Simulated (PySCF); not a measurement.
Problem. What does the PBE0-D3(BJ)/def2-SVP structure of `C=CC#CCCl` look like in three dimensions?

Solution. 
```xyz
11
C5H5Cl angstrom
C      2.5843   -0.1575    0.3012
C      1.4711   -0.1358    1.0484
C      0.1477   -0.0615    0.5336
C     -0.9974    0.0007    0.1308
C     -2.3488    0.0754   -0.3788
Cl    -3.5863    0.0772    0.9237
H      2.5367   -0.1169   -0.7898
H      3.5699   -0.2165    0.7682
H      1.5533   -0.1781    2.1414
H     -2.5727   -0.7825   -1.0300
H     -2.4994    0.9955   -0.9626
```

Any rigid rotation of these coordinates is as good. Atoms count from 1 in this order. The C–C distances run from 1.215 Å (C3≡C4, drawn triple) to 1.446 Å (C4–C5, drawn single), a spread of 0.231 Å. The 6 heavy atoms lie in one plane (0.001 Å rms).

Bonds between heavy atoms (Å): C1=C2 1.341, C2–C3 1.422, C3≡C4 1.215, C4–C5 1.446, C5–Cl6 1.797.

Computed with PBE0-D3(BJ)/def2-SVP geometry optimisation, gas phase in PySCF 2.14.0.

Point group: Cs (every atom within 0.08 Å of its image). No PBE0-D3(BJ)/def2-SVP frequencies stand behind this structure, so it isn't proved a minimum.

Cost: about 26 s of CPU time on one thread; the machine was shared, so the figure is rough. This is the geometry optimisation.
